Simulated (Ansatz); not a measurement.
# N2 with SiH4: superposition error and deformation, part 2 of 3

Ansatz 0.2.0, Gaussian basis.

**10. revPBE-D4/def2-TZVPPD**

The inputs:

a/in.yaml

```yaml
crystal:
  periodic: [false, false, false]
  atoms:
    - {symbol: N, position_ang: [0.184068, -0.092581, -3.492536]}
    - {symbol: N, position_ang: [0.178342, -0.115155, -2.403399]}
basis:
  gaussian: {orbitals: "def2-TZVPPD.json"}
hamiltonian: {xc: {name: revPBE}, dispersion: d4}
```

b/in.yaml

```yaml
crystal:
  periodic: [false, false, false]
  atoms:
    - {symbol: Si, position_ang: [-0.072159, 0.041304, 1.176883]}
    - {symbol: H, position_ang: [0.765727, -1.128981, 0.814083]}
    - {symbol: H, position_ang: [0.559358, 1.284020, 0.666604]}
    - {symbol: H, position_ang: [-0.191205, 0.121810, 2.655433]}
    - {symbol: H, position_ang: [-1.424129, -0.110317, 0.582932]}
basis:
  gaussian: {orbitals: "def2-TZVPPD.json"}
hamiltonian: {xc: {name: revPBE}, dispersion: d4}
```

Each run has its own folder and the same command.

Run with:

```
ansatz run in.yaml --threads 2 --pin off --events-out ev --progress --plain --max-ram 5222MiB
```

Output in a, shortened:

```text
Functional definition: revPBE
  name "revPBE"
  cite "Zhang & Yang, Phys. Rev. Lett. 80, 890 (1998) doi:10.1103/PhysRevLett.80.890"
  cite "Perdew, Burke & Ernzerhof, Phys. Rev. Lett. 77, 3865 (1996) doi:10.1103/PhysRevLett.77.3865"
[...]
358 factors; their error is unknown
[...]
mean field -2980.96025668 eV, -109.5482688655 hartree, gradient 2.1e-5 eV, S^2 0.000000; 0 other end points of the search recorded, 0 dependent functions left out
reference -2980.96028684 eV, -109.5482699740 hartree; 7, 7 occupied and 67, 67 virtual orbitals, 358 factors
Total energy: -2981.00118459 eV, -109.5497729384 hartree
```

Log of b, shortened:

```text
[... 4 set-up lines as earlier in the session ...]
[...]
541 factors; their error is unknown
[...]
mean field -7940.97621503 eV, -291.8254933155 hartree, gradient 5.9e-5 eV, S^2 0.000000; 0 other end points of the search recorded, 0 dependent functions left out
reference -7940.97625858 eV, -291.8254949158 hartree; 9, 9 occupied and 107, 107 virtual orbitals, 541 factors
Total energy: -7941.13063940 eV, -291.8311683062 hartree
```

They took 0.2 s (a), 0.5 s (b) on 2 threads of Arm Neoverse V2, shared host.

**11. B97M-V/def2-TZVPPD**

The same edit goes into each in.yaml of step 10 (a, b):

```diff
-hamiltonian: {xc: {name: revPBE}, dispersion: d4}
+hamiltonian: {xc: {name: B97M-V}}
```

Each run has its own folder and the same command.

Run with:

```
ansatz run in.yaml --threads 2 --pin off --events-out ev --progress --plain --max-ram 5222MiB
```

Log of a, shortened:

```text
Functional definition: B97M-V
  name "B97M-V"
  cite "Mardirossian & Head-Gordon, J. Chem. Phys. 142, 074111 (2015) doi:10.1063/1.4907719"
[... 2 set-up lines as earlier in the session ...]
  # Of w^i u^j: cxij and so on, Table III.
[...]
  gx(w, u) = cx00 + cx01*u + cx02*u^2 + (cx10 + cx11*u)*w
[...]
  gos(w, u) = cos00 + cos01*u + cos03*u^3 + cos10*w + cos32*w^3*u^2
[...]
      + integral(e_c_pw_mod_opposite_spin*gos(b97_w_opposite, b97_u_opposite)) + vv10(b, c)
358 factors; their error is unknown
[...]
mean field -2981.12766687 eV, -109.5544210767 hartree, gradient 1.1e-6 eV, S^2 0.000000; 0 other end points of the search recorded, 0 dependent functions left out
reference -2981.12770169 eV, -109.5544223563 hartree; 7, 7 occupied and 67, 67 virtual orbitals, 358 factors
Total energy: -2981.12770169 eV, -109.5544223563 hartree
```

b printed, shortened:

```text
[... 5 set-up lines as earlier in the session ...]
  # Of w^i u^j: cxij and so on, Table III.
[...]
  gx(w, u) = cx00 + cx01*u + cx02*u^2 + (cx10 + cx11*u)*w
[...]
  gos(w, u) = cos00 + cos01*u + cos03*u^3 + cos10*w + cos32*w^3*u^2
[...]
      + integral(e_c_pw_mod_opposite_spin*gos(b97_w_opposite, b97_u_opposite)) + vv10(b, c)
541 factors; their error is unknown
[...]
mean field -7940.58742557 eV, -291.8112055662 hartree, gradient 1.4e-5 eV, S^2 0.000000; 0 other end points of the search recorded, 0 dependent functions left out
reference -7940.58747713 eV, -291.8112074611 hartree; 9, 9 occupied and 107, 107 virtual orbitals, 541 factors
Total energy: -7940.58747713 eV, -291.8112074611 hartree
```

Times: 0.65 s (a), 2 s (b) on 2 threads of Arm Neoverse V2, shared host.

**12. HSE06-D4/def2-TZVPPD**

Each input of step 11 (a, b) changes in the same lines:

```diff
-hamiltonian: {xc: {name: B97M-V}}
+hamiltonian: {xc: hse06, dispersion: d4}
```

The same command starts each run, in its folder.

Run with:

```
ansatz run in.yaml --threads 2 --pin off --events-out ev --progress --plain --max-ram 5222MiB
```

Log of a, shortened:

```text
Functional definition: HSE06
  name "HSE06"
  cite "Heyd, Scuseria & Ernzerhof, J. Chem. Phys. 118, 8207 (2003) doi:10.1063/1.1564060"
  cite "Krukau, Vydrov, Izmaylov & Scuseria, J. Chem. Phys. 125, 224106 (2006) doi:10.1063/1.2404663"
  cite "Heyd & Scuseria, J. Chem. Phys. 120, 7274 (2004) doi:10.1063/1.1668634"
  cite "Ernzerhof & Perdew, J. Chem. Phys. 109, 3313 (1998) doi:10.1063/1.476928"
[...]
358 factors; their error is unknown
27 factors; integrals over basis functions are off by at most 4.5e-5 eV
[...]
mean field -2978.05886780 eV, -109.4416447908 hartree, gradient 3.9e-6 eV, S^2 0.000000; 0 other end points of the search recorded, 0 dependent functions left out
reference -2978.05888824 eV, -109.4416455422 hartree; 7, 7 occupied and 67, 67 virtual orbitals, 358 factors
Total energy: -2978.06616569 eV, -109.4419129832 hartree
```

Output in b, shortened:

```text
[... 6 set-up lines as earlier in the session ...]
[...]
558 factors; their error is unknown
66 factors; integrals over basis functions are off by at most 3.0e-6 eV
[...]
mean field -7938.90195680 eV, -291.7492657312 hartree, gradient 4.8e-5 eV, S^2 0.000000; 0 other end points of the search recorded, 0 dependent functions left out
reference -7938.90199136 eV, -291.7492670013 hartree; 9, 9 occupied and 107, 107 virtual orbitals, 558 factors
Total energy: -7938.93371088 eV, -291.7504326723 hartree
```

They took 0.3 s (a), 0.6 s (b) on 2 threads of Arm Neoverse V2, shared host.

**13. CCSD(T)/def2-TZVPPD**

The same edit goes into each in.yaml of step 12 (a, b):

```diff
-hamiltonian: {xc: hse06, dispersion: d4}
+correlation: {method: ccsd_t}
```

One command serves all of them, each in its own folder.

Run with:

```
ansatz run in.yaml --threads 2 --pin off --events-out ev --progress --plain --max-ram 5222MiB
```

Output in a, shortened:

```text
Functional definition: HF
  name "HF"
  cite "Fock, Z. Phys. 61, 126 (1930) doi:10.1007/BF01340294"
[... 1 set-up line as earlier in the session ...]
[...]
478 factors; integrals over basis functions are off by at most 8.4e-4 eV
[...]
mean field -2965.76630427 eV, -108.9899014132 hartree, gradient 6.4e-7 eV, S^2 0.000000; 0 other end points of the search recorded, 0 dependent functions left out
2 core orbitals not correlated: weight in the atoms' cores, before any rotation towards them, 1.000 or more for the frozen orbitals, at most 0.000 for the correlated occupied ones
reference -2965.76630427 eV, -108.9899014132 hartree; 5, 5 occupied and 67, 67 virtual orbitals, 478 factors
second order -10.10441598 eV of doubles, -0.00000000 eV of singles
cycle   1  -9.66194364 eV  change    4.4e-1 eV  update   8.1e-2
[...]
cycle   8  -10.08072600 eV  change   -7.0e-6 eV  update   6.6e-6
perturbative correction -0.49651612 eV, -0.0182466310 hartree
Total energy: -2976.34354639 eV, -109.3786078918 hartree
```

Output in b, shortened:

```text
[... 4 set-up lines as earlier in the session ...]
[...]
630 factors; integrals over basis functions are off by at most 7.7e-4 eV
[...]
mean field -7925.54762159 eV, -291.2585029642 hartree, gradient 5.7e-7 eV, S^2 0.000000; 0 other end points of the search recorded, 0 dependent functions left out
5 core orbitals not correlated: weight in the atoms' cores, before any rotation towards them, 1.000 or more for the frozen orbitals, at most 0.000 for the correlated occupied ones
reference -7925.54762159 eV, -291.2585029642 hartree; 4, 4 occupied and 107, 107 virtual orbitals, 630 factors
second order -3.92029890 eV of doubles, -0.00000000 eV of singles
cycle   1  -4.50944403 eV  change   -5.9e-1 eV  update   5.5e-2
[...]
cycle   8  -4.73149440 eV  change   -3.5e-6 eV  update   5.2e-6
perturbative correction -0.10620653 eV, -0.0039030182 hartree
Total energy: -7930.38532252 eV, -291.4362851944 hartree
```

Wall times: 0.45 s (a), 1.4 s (b) on 2 threads of Arm Neoverse V2, shared host; peak memory 0.42 GiB.

**14. Relaxing N2 alone**

The input, relax-a/in.yaml:

```yaml
crystal:
  periodic: [false, false, false]
  atoms:
    - {symbol: N, position_ang: [0.184068, -0.092581, -3.492536]}
    - {symbol: N, position_ang: [0.178342, -0.115155, -2.403399]}
basis:
  gaussian: {orbitals: def2-TZVP}
hamiltonian: {xc: pbe0, dispersion: d4}
relax: {f_tol: 0.005, max_steps: 200}
```

Run with:

```
ansatz run in.yaml --threads 2 --pin off --events-out ev --progress --plain --max-ram 5222MiB
```

Output, shortened:

```text
[... 5 set-up lines as earlier in the session ...]
[...]
310 factors; their error is unknown
[...]
mean field -2978.18540603 eV, -109.4462949851 hartree, gradient 4.0e-6 eV, S^2 0.000000; 0 other end points of the search recorded, 0 dependent functions left out
[...]
reference -2978.18542242 eV, -109.4462955875 hartree; 7, 7 occupied and 55, 55 virtual orbitals, 310 factors
Total energy: -2978.19341168 eV, -109.4465891871 hartree
Atom 0 at     0.184068    -0.092580    -3.492591 Å, force    -0.000015    -0.000057     0.002761 eV/Å
Atom 1 at     0.178342    -0.115156    -2.403344 Å, force     0.000015     0.000057    -0.002761 eV/Å
Dipole moment:     0.000000     0.000000    -0.000000 e Å
```

Wall time 0.65 s (2 threads of Arm Neoverse V2, shared host).

Relaxation path:

```csv
step,energy from step 1 (eV),largest force component (eV/Å)
1,0.0000,0.0149
2,0.0000,0.0028
```

The bond:

```csv
bond,before (Å),after (Å),change (Å)
N1–N2,1.089,1.089,+0.000
```

**15. Relaxing SiH4 alone**

The input, relax-b/in.yaml:

```yaml
crystal:
  periodic: [false, false, false]
  atoms:
    - {symbol: Si, position_ang: [-0.072159, 0.041304, 1.176883]}
    - {symbol: H, position_ang: [0.765727, -1.128981, 0.814083]}
    - {symbol: H, position_ang: [0.559358, 1.284020, 0.666604]}
    - {symbol: H, position_ang: [-0.191205, 0.121810, 2.655433]}
    - {symbol: H, position_ang: [-1.424129, -0.110317, 0.582932]}
basis:
  gaussian: {orbitals: def2-TZVP}
hamiltonian: {xc: pbe0, dispersion: d4}
relax: {f_tol: 0.005, max_steps: 200}
```

Run with:

```
ansatz run in.yaml --threads 2 --pin off --events-out ev --progress --plain --max-ram 5222MiB
```

Output, shortened:

```text
[... 5 set-up lines as earlier in the session ...]
[...]
444 factors; their error is unknown
[...]
mean field -7939.08533664 eV, -291.7560048164 hartree, gradient 6.5e-5 eV, S^2 0.000000; 0 other end points of the search recorded, 0 dependent functions left out
[...]
Atom 1 at     0.765267    -1.128201     0.812775 Å, force    -0.000002     0.000001     0.000045 eV/Å
Atom 2 at     0.559196     1.283079     0.665306 Å, force    -0.000011     0.000001     0.000041 eV/Å
Atom 3 at    -0.191238     0.121800     2.657002 Å, force     0.000007    -0.000007    -0.000100 eV/Å
Atom 4 at    -1.423149    -0.110410     0.581658 Å, force     0.000001     0.000009     0.000043 eV/Å
Dipole moment:    -0.000001     0.000001     0.000007 e Å
```

It took 1.2 s on 2 threads of Arm Neoverse V2, shared host.

Relaxation path:

```csv
step,energy from step 1 (eV),largest force component (eV/Å)
1,0.0000,0.0441
2,-0.0001,0.0063
3,-0.0001,0.0001
```

Distances of close pairs at the start and the end, largest changes first:

```csv
bond,before (Å),after (Å),change (Å)
Si1–H4,1.486,1.485,-0.001
Si1–H2,1.484,1.485,+0.000
Si1–H3,1.484,1.485,+0.000
Si1–H5,1.484,1.485,+0.000
```

**16. PBE-D4/def2-TZVPPD**

The input, free-a/in.yaml:

```yaml
crystal:
  periodic: [false, false, false]
  atoms:
    - {symbol: N, position_ang: [0.184068, -0.092580, -3.492591]}
    - {symbol: N, position_ang: [0.178342, -0.115156, -2.403344]}
basis:
  gaussian: {orbitals: "def2-TZVPPD.json"}
hamiltonian: {xc: pbe, dispersion: d4}
```

The input, free-b/in.yaml:

```yaml
crystal:
  periodic: [false, false, false]
  atoms:
    - {symbol: Si, position_ang: [-0.072483, 0.041568, 1.179194]}
    - {symbol: H, position_ang: [0.765267, -1.128201, 0.812775]}
    - {symbol: H, position_ang: [0.559196, 1.283079, 0.665306]}
    - {symbol: H, position_ang: [-0.191238, 0.121800, 2.657002]}
    - {symbol: H, position_ang: [-1.423149, -0.110410, 0.581658]}
basis:
  gaussian: {orbitals: "def2-TZVPPD.json"}
hamiltonian: {xc: pbe, dispersion: d4}
```

The same command starts each run, in its folder.

Run with:

```
ansatz run in.yaml --threads 2 --pin off --events-out ev --progress --plain --max-ram 5222MiB
```

Output in free-a, shortened:

```text
[... 4 set-up lines as earlier in the session ...]
[...]
358 factors; their error is unknown
[...]
mean field -2978.34677950 eV, -109.4522253508 hartree, gradient 2.2e-5 eV, S^2 0.000000; 0 other end points of the search recorded, 0 dependent functions left out
reference -2978.34680169 eV, -109.4522261661 hartree; 7, 7 occupied and 67, 67 virtual orbitals, 358 factors
Total energy: -2978.35668884 eV, -109.4525895121 hartree
```

Log of free-b, shortened:

```text
[... 4 set-up lines as earlier in the session ...]
[...]
541 factors; their error is unknown
[...]
mean field -7938.15592549 eV, -291.7218495864 hartree, gradient 4.2e-5 eV, S^2 0.000000; 0 other end points of the search recorded, 0 dependent functions left out
reference -7938.15595988 eV, -291.7218508501 hartree; 9, 9 occupied and 107, 107 virtual orbitals, 541 factors
Total energy: -7938.19830079 eV, -291.7234068500 hartree
```

Times: 0.2 s (free-a), 0.5 s (free-b) on 2 threads of Arm Neoverse V2, shared host.

**17. r2SCAN-D4/def2-TZVPPD**

The same edit goes into each in.yaml of step 16 (free-a, free-b):

```diff
-hamiltonian: {xc: pbe, dispersion: d4}
+hamiltonian: {xc: r2scan, dispersion: d4}
```

Each run has its own folder and the same command.

Run with:

```
ansatz run in.yaml --threads 2 --pin off --events-out ev --progress --plain --max-ram 5222MiB
```

Output in free-a, shortened:

```text
[... 5 set-up lines as earlier in the session ...]
[...]
358 factors; their error is unknown
[...]
mean field -2979.98687914 eV, -109.5124979009 hartree, gradient 2.8e-6 eV, S^2 0.000000; 0 other end points of the search recorded, 0 dependent functions left out
reference -2979.98688539 eV, -109.5124981304 hartree; 7, 7 occupied and 67, 67 virtual orbitals, 358 factors
Total energy: -2979.98910217 eV, -109.5125795957 hartree
```

Output in free-b, shortened:

```text
[... 5 set-up lines as earlier in the session ...]
[...]
541 factors; their error is unknown
[...]
mean field -7941.75979764 eV, -291.8542894450 hartree, gradient 2.8e-5 eV, S^2 0.000000; 0 other end points of the search recorded, 0 dependent functions left out
reference -7941.75980800 eV, -291.8542898260 hartree; 9, 9 occupied and 107, 107 virtual orbitals, 541 factors
Total energy: -7941.76937738 eV, -291.8546414940 hartree
```

Times: 0.55 s (free-a), 1 s (free-b) on 2 threads of Arm Neoverse V2, shared host.

**18. PBE0-D4/def2-TZVPPD**

The same edit goes into each in.yaml of step 17 (free-a, free-b):

```diff
-hamiltonian: {xc: r2scan, dispersion: d4}
+hamiltonian: {xc: pbe0, dispersion: d4}
+output: {orbitals: {seedname: orbitals}}
```

The same command starts each run, in its folder.

Run with:

```
ansatz run in.yaml --threads 2 --pin off --events-out ev --progress --plain --max-ram 5222MiB
```

free-a printed, shortened:

```text
[... 5 set-up lines as earlier in the session ...]
[...]
358 factors; their error is unknown
[...]
mean field -2978.19948956 eV, -109.4468125453 hartree, gradient 2.8e-6 eV, S^2 0.000000; 0 other end points of the search recorded, 0 dependent functions left out
reference -2978.19950491 eV, -109.4468131094 hartree; 7, 7 occupied and 67, 67 virtual orbitals, 358 factors
Total energy: -2978.20749416 eV, -109.4471067090 hartree
```

Log of free-b, shortened:

```text
[... 5 set-up lines as earlier in the session ...]
[...]
558 factors; their error is unknown
[...]
mean field -7939.10418374 eV, -291.7566974344 hartree, gradient 7.6e-5 eV, S^2 0.000000; 0 other end points of the search recorded, 0 dependent functions left out
reference -7939.10420969 eV, -291.7566983879 hartree; 9, 9 occupied and 107, 107 virtual orbitals, 558 factors
Total energy: -7939.13879111 eV, -291.7579692318 hartree
```

They took 0.25 s (free-a), 0.55 s (free-b) on 2 threads of Arm Neoverse V2, shared host.

(Continued in part 3 of 3.)
